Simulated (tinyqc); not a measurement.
Inside a calculation (part 1 of 2). Method: UKS/BLYP in the sto-3g basis, for BH, spin multiplicity 3. Computed by tinyqc, a small Python program that keeps every step (integrals from PySCF). Settings: charge = 0, multiplicity = 3, basis = sto-3g, energy threshold = 1e-08, iteration cap = 57, orthogonalisation = canonical, start = core, DIIS depth = 0, method = UKS, functional = blyp, grid = [30, 50]. Command: `OMP_NUM_THREADS=1 python tinyqc.py 29080 29081 out.jsonl` (the two numbers bound the seeds that draw the settings). One thread of a shared host (Intel(R) Xeon(R) Processor @ 2.60GHz), about 2 s of CPU time with the checks. Later iterations appear only in the table of the cycle.

## One-electron integrals

Geometry (angstrom):
```
atom         x         y         z
B     0.000000  0.000000  0.000000
H     0.000000  0.000000  1.590000
```

Basis sto-3g: exponents (1/bohr^2) and contraction coefficients of normalised primitives:
```
element  l (shell)   exponent  coefficient
B            s (1)  48.791113     0.154329
B            s (1)   8.887362     0.535328
B            s (1)   2.405267     0.444635
B            s (2)   2.236956    -0.099967
B            s (2)   0.519821     0.399513
B            s (2)   0.169062     0.700115
B            p (3)   2.236956     0.155916
B            p (3)   0.519821     0.607684
B            p (3)   0.169062     0.391957
H            s (1)   3.425251     0.154329
H            s (1)   0.623914     0.535328
H            s (1)   0.168855     0.444635
```

Overlap, kinetic and nuclear-attraction integrals over the contracted functions; the nuclear repulsion is the sum of Za Zb / Rab.

nuclear repulsion = 1.66407928 hartree

overlap S, order 1B 1s, 1B 2s, 1B 2px, 1B 2py, 1B 2pz, 2H 1s:
$$\begin{pmatrix}
1.000000 & 0.269328 & 0.000000 & 0.000000 & 0.000000 & 0.027211 \\
0.269328 & 1.000000 & 0.000000 & 0.000000 & 0.000000 & 0.293208 \\
0.000000 & 0.000000 & 1.000000 & 0.000000 & 0.000000 & 0.000000 \\
0.000000 & 0.000000 & 0.000000 & 1.000000 & 0.000000 & 0.000000 \\
0.000000 & 0.000000 & 0.000000 & 0.000000 & 1.000000 & 0.340793 \\
0.027211 & 0.293208 & 0.000000 & 0.000000 & 0.340793 & 1.000000
\end{pmatrix}$$

kinetic energy T (hartree), order 1B 1s, 1B 2s, 1B 2px, 1B 2py, 1B 2pz, 2H 1s:
$$\begin{pmatrix}
10.826302 & -0.047967 & 0.000000 & 0.000000 & 0.000000 & -0.007864 \\
-0.047967 & 0.359168 & 0.000000 & 0.000000 & 0.000000 & 0.018897 \\
0.000000 & 0.000000 & 1.123881 & 0.000000 & 0.000000 & 0.000000 \\
0.000000 & 0.000000 & 0.000000 & 1.123881 & 0.000000 & 0.000000 \\
0.000000 & 0.000000 & 0.000000 & 0.000000 & 1.123881 & 0.080689 \\
-0.007864 & 0.018897 & 0.000000 & 0.000000 & 0.080689 & 0.760032
\end{pmatrix}$$

nuclear attraction V (hartree), order 1B 1s, 1B 2s, 1B 2px, 1B 2py, 1B 2pz, 2H 1s:
$$\begin{pmatrix}
-23.480204 & -3.228999 & 0.000000 & 0.000000 & -0.010409 & -0.328066 \\
-3.228999 & -4.102187 & 0.000000 & 0.000000 & -0.102298 & -0.964192 \\
0.000000 & 0.000000 & -4.049824 & 0.000000 & 0.000000 & 0.000000 \\
0.000000 & 0.000000 & 0.000000 & -4.049824 & 0.000000 & 0.000000 \\
-0.010409 & -0.102298 & 0.000000 & 0.000000 & -4.115501 & -1.052541 \\
-0.328066 & -0.964192 & 0.000000 & 0.000000 & -1.052541 & -2.886148
\end{pmatrix}$$

core Hamiltonian H = T + V (hartree), order 1B 1s, 1B 2s, 1B 2px, 1B 2py, 1B 2pz, 2H 1s:
$$\begin{pmatrix}
-12.653902 & -3.276966 & 0.000000 & 0.000000 & -0.010409 & -0.335930 \\
-3.276966 & -3.743019 & 0.000000 & 0.000000 & -0.102298 & -0.945295 \\
0.000000 & 0.000000 & -2.925943 & 0.000000 & 0.000000 & 0.000000 \\
0.000000 & 0.000000 & 0.000000 & -2.925943 & 0.000000 & 0.000000 \\
-0.010409 & -0.102298 & 0.000000 & 0.000000 & -2.991620 & -0.971852 \\
-0.335930 & -0.945295 & 0.000000 & 0.000000 & -0.971852 & -2.126116
\end{pmatrix}$$

## Two-electron integrals

Functions are numbered as in S; the eight-fold symmetry (ij|kl) = (ji|kl) = (kl|ij) leaves the list below.

Two-electron integrals (ij|kl) in chemists' order, unique and non-zero (hartree):
```
(11|11) 2.923513   (21|11) 0.518376   (21|21) 0.109262   (22|11) 0.744229
(22|21) 0.193177   (22|22) 0.544804   (31|31) 0.020264   (32|31) 0.029996
(32|32) 0.120346   (33|11) 0.742491   (33|21) 0.193240   (33|22) 0.544682
(33|33) 0.586773   (41|41) 0.020264   (42|41) 0.029996   (42|42) 0.120346
(43|43) 0.031630   (44|11) 0.742491   (44|21) 0.193240   (44|22) 0.544682
(44|33) 0.523513   (44|44) 0.586773   (51|51) 0.020264   (52|51) 0.029996
(52|52) 0.120346   (53|53) 0.031630   (54|54) 0.031630   (55|11) 0.742491
(55|21) 0.193240   (55|22) 0.544682   (55|33) 0.523513   (55|44) 0.523513
(55|55) 0.586773   (61|11) 0.052111   (61|21) 0.010948   (61|22) 0.019442
(61|33) 0.019360   (61|44) 0.019360   (61|51) 0.000760   (61|52) 0.001418
(61|55) 0.019615   (61|61) 0.001129   (62|11) 0.152485   (62|21) 0.040350
(62|22) 0.128935   (62|33) 0.125043   (62|44) 0.125043   (62|51) 0.004371
(62|52) 0.029007   (62|55) 0.136585   (62|61) 0.004311   (62|62) 0.046529
(63|31) 0.003621   (63|32) 0.017885   (63|53) 0.005111   (63|63) 0.004456
(64|41) 0.003621   (64|42) 0.017885   (64|54) 0.005111   (64|64) 0.004456
(65|11) 0.154965   (65|21) 0.041486   (65|22) 0.139690   (65|33) 0.132557
(65|44) 0.132557   (65|51) 0.007337   (65|52) 0.045697   (65|55) 0.153793
(65|61) 0.004593   (65|62) 0.058540   (65|65) 0.076602   (66|11) 0.331795
(66|21) 0.089278   (66|22) 0.323896   (66|33) 0.306610   (66|44) 0.306610
(66|51) 0.010100   (66|52) 0.092175   (66|55) 0.357977   (66|61) 0.009611
(66|62) 0.160122   (66|65) 0.216930   (66|66) 0.774606
```

## Orthogonalisation

S = U s U^T; canonical form X = U s^(-1/2), so that X^T S X = 1. Each column of U has its largest component positive (the first on a tie).

eigenvalues of S: [0.520672, 0.801783, 1.000000, 1.000000, 1.177222, 1.500324]

X, order 1B 1s, 1B 2s, 1B 2px, 1B 2py, 1B 2pz, 2H 1s:
$$\begin{pmatrix}
0.375174 & 0.738912 & 0.000000 & 0.000000 & 0.568037 & 0.269659 \\
-0.758098 & -0.510083 & 0.000000 & 0.000000 & 0.401947 & 0.448622 \\
0.000000 & 0.000000 & 0.039962 & 0.999201 & 0.000000 & 0.000000 \\
0.000000 & 0.000000 & 0.999201 & -0.039962 & 0.000000 & 0.000000 \\
-0.636113 & 0.574070 & 0.000000 & 0.000000 & -0.536177 & 0.352712 \\
0.894699 & -0.333900 & 0.000000 & 0.000000 & -0.278827 & 0.517822
\end{pmatrix}$$

Within a degenerate level the vectors are fixed only up to a rotation; this is one choice.

## Starting guess

The start is the orbitals of the core Hamiltonian; D(s) = C_occ C_occ^T for each spin.

D(alpha) at the start, order 1B 1s, 1B 2s, 1B 2px, 1B 2py, 1B 2pz, 2H 1s:
$$\begin{pmatrix}
1.080277 & -0.299941 & 0.000000 & 0.000000 & -0.010965 & 0.022182 \\
-0.299941 & 1.118789 & 0.000000 & 0.000000 & 0.047522 & -0.074197 \\
0.000000 & 0.000000 & 0.000237 & 0.015379 & 0.000000 & 0.000000 \\
0.000000 & 0.000000 & 0.015379 & 0.999763 & 0.000000 & 0.000000 \\
-0.010965 & 0.047522 & 0.000000 & 0.000000 & 1.055391 & -0.092592 \\
0.022182 & -0.074197 & 0.000000 & 0.000000 & -0.092592 & 0.012521
\end{pmatrix}$$

D(beta) at the start, order 1B 1s, 1B 2s, 1B 2px, 1B 2py, 1B 2pz, 2H 1s:
$$\begin{pmatrix}
1.063424 & -0.234166 & 0.000000 & 0.000000 & -0.125121 & 0.027752 \\
-0.234166 & 0.862067 & 0.000000 & 0.000000 & 0.493078 & -0.095938 \\
0.000000 & 0.000000 & 0.000000 & 0.000000 & 0.000000 & 0.000000 \\
0.000000 & 0.000000 & 0.000000 & 0.000000 & 0.000000 & 0.000000 \\
-0.125121 & 0.493078 & 0.000000 & 0.000000 & 0.282104 & -0.054859 \\
0.027752 & -0.095938 & 0.000000 & 0.000000 & -0.054859 & 0.010680
\end{pmatrix}$$

## Iteration 1: exchange-correlation on the grid

Becke grid with 30 radial and 50 angular points per atom, points of zero weight dropped. rho = sum D_ij phi_i phi_j; V_xc,ij = sum w v_xc phi_i phi_j plus the gradient terms; v_xc is d(rho eps)/d rho(s) for spin s at fixed gradient.

The 16 grid points with the largest w rho, of 2983 (bohr, atomic units):
```
x                  y         z         w  rho(alpha)  rho(beta)     eps_xc  v_xc(alpha)
0.000000   -1.017902  1.017902  0.167175    0.093063   0.053217  -0.448650    -0.576721
0.000000    1.017902  1.017902  0.167175    0.093063   0.053217  -0.448650    -0.576721
0.000000   -1.237376  1.237376  0.271878    0.055038   0.030747  -0.390896    -0.478027
0.000000    1.237376  1.237376  0.271878    0.055038   0.030747  -0.390896    -0.478027
-0.434035  -0.434035  1.302105  0.142087    0.086461   0.064557  -0.450558    -0.567454
0.434035    0.434035  1.302105  0.142087    0.086461   0.064557  -0.450558    -0.567454
0.434035   -0.434035  1.302105  0.142087    0.086091   0.064557  -0.450216    -0.566715
-0.434035   0.434035  1.302105  0.142087    0.086091   0.064557  -0.450216    -0.566715
0.000000   -0.827501  0.827501  0.096759    0.134882   0.077115  -0.496388    -0.657495
0.000000    0.827501  0.827501  0.096759    0.134882   0.077115  -0.496388    -0.657495
-0.352848  -0.352848  1.058543  0.085575    0.127081   0.094760  -0.499470    -0.649559
0.352848    0.352848  1.058543  0.085575    0.127081   0.094760  -0.499470    -0.649559
0.352848   -0.352848  1.058543  0.085575    0.126547   0.094760  -0.499085    -0.648709
-0.352848   0.352848  1.058543  0.085575    0.126547   0.094760  -0.499085    -0.648709
1.017902    0.000000  1.017902  0.167175    0.059967   0.053217  -0.414258    -0.504989
-1.017902   0.000000  1.017902  0.167175    0.059967   0.053217  -0.414258    -0.504989
```

electrons on the grid, sum of w rho = 6.000089

E_xc = sum of w rho eps_xc = -4.61618569 hartree

V_xc(alpha) (hartree), order 1B 1s, 1B 2s, 1B 2px, 1B 2py, 1B 2pz, 2H 1s:
$$\begin{pmatrix}
-1.929187 & -0.303716 & 0.000000 & 0.000000 & -0.002073 & -0.031066 \\
-0.303716 & -0.500234 & 0.000000 & 0.000000 & -0.009217 & -0.105753 \\
0.000000 & 0.000000 & -0.442174 & -0.001247 & 0.000000 & 0.000000 \\
0.000000 & 0.000000 & -0.001247 & -0.523024 & 0.000000 & 0.000000 \\
-0.002073 & -0.009217 & 0.000000 & 0.000000 & -0.523983 & -0.110207 \\
-0.031066 & -0.105753 & 0.000000 & 0.000000 & -0.110207 & -0.197121
\end{pmatrix}$$

V_xc(beta) (hartree), order 1B 1s, 1B 2s, 1B 2px, 1B 2py, 1B 2pz, 2H 1s:
$$\begin{pmatrix}
-1.907831 & -0.287144 & 0.000000 & 0.000000 & -0.009149 & -0.029785 \\
-0.287144 & -0.397194 & 0.000000 & 0.000000 & -0.081269 & -0.096878 \\
0.000000 & 0.000000 & -0.389324 & -0.000161 & 0.000000 & 0.000000 \\
0.000000 & 0.000000 & -0.000161 & -0.399624 & 0.000000 & 0.000000 \\
-0.009149 & -0.081269 & 0.000000 & 0.000000 & -0.393096 & -0.106633 \\
-0.029785 & -0.096878 & 0.000000 & 0.000000 & -0.106633 & -0.204033
\end{pmatrix}$$

## Iteration 1: building the Kohn-Sham matrix

J_ij = sum D_kl (ij|kl) with D = D(alpha) + D(beta); F = H + J + V_xc; E = tr D H + tr D J / 2 + E_xc + E_nn.

Coulomb J (hartree), order 1B 1s, 1B 2s, 1B 2px, 1B 2py, 1B 2pz, 2H 1s:
$$\begin{pmatrix}
8.838498 & 1.806083 & 0.000000 & 0.000000 & 0.023576 & 0.182962 \\
1.806083 & 3.665809 & 0.000000 & 0.000000 & 0.100887 & 0.848128 \\
0.000000 & 0.000000 & 3.615326 & 0.000973 & 0.000000 & 0.000000 \\
0.000000 & 0.000000 & 0.000973 & 3.678556 & 0.000000 & 0.000000 \\
0.023576 & 0.100887 & 0.000000 & 0.000000 & 3.690947 & 0.913237 \\
0.182962 & 0.848128 & 0.000000 & 0.000000 & 0.913237 & 2.040278
\end{pmatrix}$$

F(alpha) (hartree), order 1B 1s, 1B 2s, 1B 2px, 1B 2py, 1B 2pz, 2H 1s:
$$\begin{pmatrix}
-5.744591 & -1.774600 & 0.000000 & 0.000000 & 0.011094 & -0.184034 \\
-1.774600 & -0.577444 & 0.000000 & 0.000000 & -0.010628 & -0.202920 \\
0.000000 & 0.000000 & 0.247210 & -0.000274 & 0.000000 & 0.000000 \\
0.000000 & 0.000000 & -0.000274 & 0.229588 & 0.000000 & 0.000000 \\
0.011094 & -0.010628 & 0.000000 & 0.000000 & 0.175345 & -0.168822 \\
-0.184034 & -0.202920 & 0.000000 & 0.000000 & -0.168822 & -0.282959
\end{pmatrix}$$

F(beta) (hartree), order 1B 1s, 1B 2s, 1B 2px, 1B 2py, 1B 2pz, 2H 1s:
$$\begin{pmatrix}
-5.723235 & -1.758027 & 0.000000 & 0.000000 & 0.004018 & -0.182753 \\
-1.758027 & -0.474404 & 0.000000 & 0.000000 & -0.082679 & -0.194045 \\
0.000000 & 0.000000 & 0.300059 & 0.000811 & 0.000000 & 0.000000 \\
0.000000 & 0.000000 & 0.000811 & 0.352988 & 0.000000 & 0.000000 \\
0.004018 & -0.082679 & 0.000000 & 0.000000 & 0.306231 & -0.165248 \\
-0.182753 & -0.194045 & 0.000000 & 0.000000 & -0.165248 & -0.289871
\end{pmatrix}$$

total energy of this density = -24.24937475 hartree

## Iteration 1: diagonalisation and new density

Diagonalise F' = X^T F X, C = X C', fill 4 alpha and 2 beta electrons from the bottom; D(s) = C_occ C_occ^T. Each column has its largest component positive (the first on a tie).

F' = X^T F X (alpha) (hartree):
$$\begin{pmatrix}
0.041796 & -0.643221 & 0.000000 & 0.000000 & -0.568260 & -0.565300 \\
-0.643221 & -1.820733 & 0.000000 & 0.000000 & -2.324118 & -1.268610 \\
0.000000 & 0.000000 & 0.229595 & 0.000430 & 0.000000 & 0.000000 \\
0.000000 & 0.000000 & 0.000430 & 0.247203 & 0.000000 & 0.000000 \\
-0.568260 & -2.324118 & 0.000000 & 0.000000 & -2.677697 & -1.612945 \\
-0.565300 & -1.268610 & 0.000000 & 0.000000 & -1.612945 & -1.225959
\end{pmatrix}$$

orbital energies (alpha) (hartree): MO1 -5.754617, MO2 -0.301705, MO3 0.027530, MO4 0.229584, MO5 0.247214, MO6 0.346199

coefficients C (alpha), order 1B 1s, 1B 2s, 1B 2px, 1B 2py, 1B 2pz, 2H 1s:
$$\begin{pmatrix}
0.987219 & -0.094610 & -0.297665 & 0.000000 & 0.000000 & -0.099856 \\
0.044975 & 0.214485 & 0.996234 & 0.000000 & 0.000000 & 0.396501 \\
0.000000 & 0.000000 & 0.000000 & 0.015557 & 0.999879 & 0.000000 \\
0.000000 & 0.000000 & 0.000000 & 0.999879 & -0.015557 & 0.000000 \\
0.000471 & 0.127510 & -0.300618 & 0.000000 & 0.000000 & 1.019538 \\
-0.007403 & 0.871159 & -0.327297 & 0.000000 & 0.000000 & -0.625910
\end{pmatrix}$$

F' = X^T F X (beta) (hartree):
$$\begin{pmatrix}
0.060660 & -0.644384 & 0.000000 & 0.000000 & -0.555759 & -0.590658 \\
-0.644384 & -1.715179 & 0.000000 & 0.000000 & -2.413294 & -1.268212 \\
0.000000 & 0.000000 & 0.352968 & -0.001305 & 0.000000 & 0.000000 \\
0.000000 & 0.000000 & -0.001305 & 0.300079 & 0.000000 & 0.000000 \\
-0.555759 & -2.413294 & 0.000000 & 0.000000 & -2.575460 & -1.602432 \\
-0.590658 & -1.268212 & 0.000000 & 0.000000 & -1.602432 & -1.203590
\end{pmatrix}$$

orbital energies (beta) (hartree): MO1 -5.732212, MO2 -0.301574, MO3 0.151707, MO4 0.300047, MO5 0.353001, MO6 0.448510

coefficients C (beta), order 1B 1s, 1B 2s, 1B 2px, 1B 2py, 1B 2pz, 2H 1s:
$$\begin{pmatrix}
0.988021 & -0.079046 & -0.314856 & 0.000000 & 0.000000 & -0.023682 \\
0.042377 & 0.162234 & 1.073264 & 0.000000 & 0.000000 & 0.133073 \\
0.000000 & 0.000000 & 0.000000 & 0.999883 & 0.015326 & 0.000000 \\
0.000000 & 0.000000 & 0.000000 & -0.015326 & 0.999883 & 0.000000 \\
0.002118 & 0.115036 & -0.026288 & 0.000000 & 0.000000 & 1.064029 \\
-0.007411 & 0.899385 & -0.433577 & 0.000000 & 0.000000 & -0.510807
\end{pmatrix}$$

D(alpha) after iteration 1, order 1B 1s, 1B 2s, 1B 2px, 1B 2py, 1B 2pz, 2H 1s:
$$\begin{pmatrix}
1.072157 & -0.272436 & 0.000000 & 0.000000 & 0.077885 & 0.007696 \\
-0.272436 & 1.040508 & 0.000000 & 0.000000 & -0.272115 & -0.139547 \\
0.000000 & 0.000000 & 0.000242 & 0.015555 & 0.000000 & 0.000000 \\
0.000000 & 0.000000 & 0.015555 & 0.999758 & 0.000000 & 0.000000 \\
0.077885 & -0.272115 & 0.000000 & 0.000000 & 0.106630 & 0.209470 \\
0.007696 & -0.139547 & 0.000000 & 0.000000 & 0.209470 & 0.866097
\end{pmatrix}$$

D(beta) after iteration 1, order 1B 1s, 1B 2s, 1B 2px, 1B 2py, 1B 2pz, 2H 1s:
$$\begin{pmatrix}
0.982433 & 0.029045 & 0.000000 & 0.000000 & -0.007001 & -0.078415 \\
0.029045 & 0.028116 & 0.000000 & 0.000000 & 0.018753 & 0.145597 \\
0.000000 & 0.000000 & 0.000000 & 0.000000 & 0.000000 & 0.000000 \\
0.000000 & 0.000000 & 0.000000 & 0.000000 & 0.000000 & 0.000000 \\
-0.007001 & 0.018753 & 0.000000 & 0.000000 & 0.013238 & 0.103446 \\
-0.078415 & 0.145597 & 0.000000 & 0.000000 & 0.103446 & 0.808948
\end{pmatrix}$$

## Iteration 2: exchange-correlation on the grid

As before.

The 16 grid points with the largest w rho, of 2983 (bohr, atomic units):
```
x                  y          z         w  rho(alpha)  rho(beta)     eps_xc  v_xc(alpha)
-0.527619  -1.582857  -0.527619  0.257952    0.050452   0.000321  -0.373291    -0.431595
0.527619    1.582857  -0.527619  0.257952    0.050452   0.000321  -0.373291    -0.431595
-0.434035  -1.302105  -0.434035  0.151909    0.084460   0.000620  -0.426482    -0.525080
0.434035    1.302105  -0.434035  0.151909    0.084460   0.000620  -0.426482    -0.525080
0.527619   -1.582857  -0.527619  0.257952    0.049770   0.000321  -0.371933    -0.429427
-0.527619   1.582857  -0.527619  0.257952    0.049770   0.000321  -0.371933    -0.429427
0.000000   -1.237376  -1.237376  0.288662    0.044162   0.000048  -0.360404    -0.410810
0.000000    1.237376  -1.237376  0.288662    0.044162   0.000048  -0.360404    -0.410810
0.434035   -1.302105  -0.434035  0.151909    0.083336   0.000620  -0.424873    -0.522494
-0.434035   1.302105  -0.434035  0.151909    0.083336   0.000620  -0.424873    -0.522494
0.000000   -1.017902  -1.017902  0.169994    0.074253   0.000156  -0.411225    -0.501000
0.000000    1.017902  -1.017902  0.169994    0.074253   0.000156  -0.411225    -0.501000
0.527619    1.582857   0.527619  0.257285    0.043510   0.001871  -0.357290    -0.409682
-0.527619  -1.582857   0.527619  0.257285    0.043510   0.001871  -0.357290    -0.409682
-0.527619   1.582857   0.527619  0.257285    0.042828   0.001871  -0.355834    -0.407296
0.527619   -1.582857   0.527619  0.257285    0.042828   0.001871  -0.355834    -0.407296
```

electrons on the grid, sum of w rho = 6.000051

E_xc = sum of w rho eps_xc = -4.47836310 hartree

V_xc(alpha) (hartree), order 1B 1s, 1B 2s, 1B 2px, 1B 2py, 1B 2pz, 2H 1s:
$$\begin{pmatrix}
-1.913338 & -0.290689 & 0.000000 & 0.000000 & 0.004210 & -0.029079 \\
-0.290689 & -0.445500 & 0.000000 & 0.000000 & 0.019570 & -0.119672 \\
0.000000 & 0.000000 & -0.397866 & -0.001485 & 0.000000 & 0.000000 \\
0.000000 & 0.000000 & -0.001485 & -0.493238 & 0.000000 & 0.000000 \\
0.004210 & 0.019570 & 0.000000 & 0.000000 & -0.433679 & -0.139632 \\
-0.029079 & -0.119672 & 0.000000 & 0.000000 & -0.139632 & -0.510191
\end{pmatrix}$$

V_xc(beta) (hartree), order 1B 1s, 1B 2s, 1B 2px, 1B 2py, 1B 2pz, 2H 1s:
$$\begin{pmatrix}
-1.881102 & -0.277538 & 0.000000 & 0.000000 & 0.000374 & -0.028047 \\
-0.277538 & -0.317044 & 0.000000 & 0.000000 & -0.036610 & -0.109686 \\
0.000000 & 0.000000 & -0.303538 & -0.000080 & 0.000000 & 0.000000 \\
0.000000 & 0.000000 & -0.000080 & -0.308162 & 0.000000 & 0.000000 \\
0.000374 & -0.036610 & 0.000000 & 0.000000 & -0.332920 & -0.138822 \\
-0.028047 & -0.109686 & 0.000000 & 0.000000 & -0.138822 & -0.505065
\end{pmatrix}$$

## Iteration 2: building the Kohn-Sham matrix

As before.

Coulomb J (hartree), order 1B 1s, 1B 2s, 1B 2px, 1B 2py, 1B 2pz, 2H 1s:
$$\begin{pmatrix}
8.028305 & 1.609149 & 0.000000 & 0.000000 & 0.009128 & 0.162480 \\
1.609149 & 3.255986 & 0.000000 & 0.000000 & 0.126417 & 0.863573 \\
0.000000 & 0.000000 & 3.195109 & 0.000984 & 0.000000 & 0.000000 \\
0.000000 & 0.000000 & 0.000984 & 3.258338 & 0.000000 & 0.000000 \\
0.009128 & 0.126417 & 0.000000 & 0.000000 & 3.302112 & 0.987713 \\
0.162480 & 0.863573 & 0.000000 & 0.000000 & 0.987713 & 2.722449
\end{pmatrix}$$

F(alpha) (hartree), order 1B 1s, 1B 2s, 1B 2px, 1B 2py, 1B 2pz, 2H 1s:
$$\begin{pmatrix}
-6.538934 & -1.958506 & 0.000000 & 0.000000 & 0.002929 & -0.202530 \\
-1.958506 & -0.932533 & 0.000000 & 0.000000 & 0.043689 & -0.201395 \\
0.000000 & 0.000000 & -0.128700 & -0.000501 & 0.000000 & 0.000000 \\
0.000000 & 0.000000 & -0.000501 & -0.160843 & 0.000000 & 0.000000 \\
0.002929 & 0.043689 & 0.000000 & 0.000000 & -0.123187 & -0.123771 \\
-0.202530 & -0.201395 & 0.000000 & 0.000000 & -0.123771 & 0.086142
\end{pmatrix}$$

F(beta) (hartree), order 1B 1s, 1B 2s, 1B 2px, 1B 2py, 1B 2pz, 2H 1s:
$$\begin{pmatrix}
-6.506699 & -1.945355 & 0.000000 & 0.000000 & -0.000907 & -0.201498 \\
-1.945355 & -0.804077 & 0.000000 & 0.000000 & -0.012491 & -0.191409 \\
0.000000 & 0.000000 & -0.034371 & 0.000904 & 0.000000 & 0.000000 \\
0.000000 & 0.000000 & 0.000904 & 0.024232 & 0.000000 & 0.000000 \\
-0.000907 & -0.012491 & 0.000000 & 0.000000 & -0.022428 & -0.122961 \\
-0.201498 & -0.191409 & 0.000000 & 0.000000 & -0.122961 & 0.091268
\end{pmatrix}$$

total energy of this density = -24.61111876 hartree
